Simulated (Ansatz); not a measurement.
C5H6S (`Cc1cccs1`). Charge 0, multiplicity 1.

| atom | x (Å) | y (Å) | z (Å) |
| --- | --- | --- | --- |
| C1 | -1.3137 | 1.2069 | -0.9077 |
| C2 | -0.2933 | 0.4102 | -0.1722 |
| C3 | -0.0531 | -0.9313 | -0.2470 |
| C4 | 1.0014 | -1.3636 | 0.5966 |
| C5 | 1.5523 | -0.3409 | 1.3056 |
| S6 | 0.7869 | 1.1428 | 0.9446 |
| H7 | -1.8926 | 0.5504 | -1.5590 |
| H8 | -0.8554 | 1.9792 | -1.5311 |
| H9 | -2.0101 | 1.7041 | -0.2274 |
| H10 | -0.6207 | -1.5900 | -0.8927 |
| H11 | 1.3355 | -2.3899 | 0.6728 |
| H12 | 2.3627 | -0.3779 | 2.0173 |

Task: Give the diagnostics of a CCSD(T)/def2-TZVPP run (frozen core, the Gaussian-basis code of Ansatz). (An estimate is asked.)

Result: The calculation gave: T1 = 0.0121, largest single amplitude 0.028, largest double 0.073, (T) share of the correlation energy 5.0 %, 10 CCSD cycles. The RHF solution is unstable towards an unrestricted one. T1 lies under the customary mark of 0.02 for closed shells.
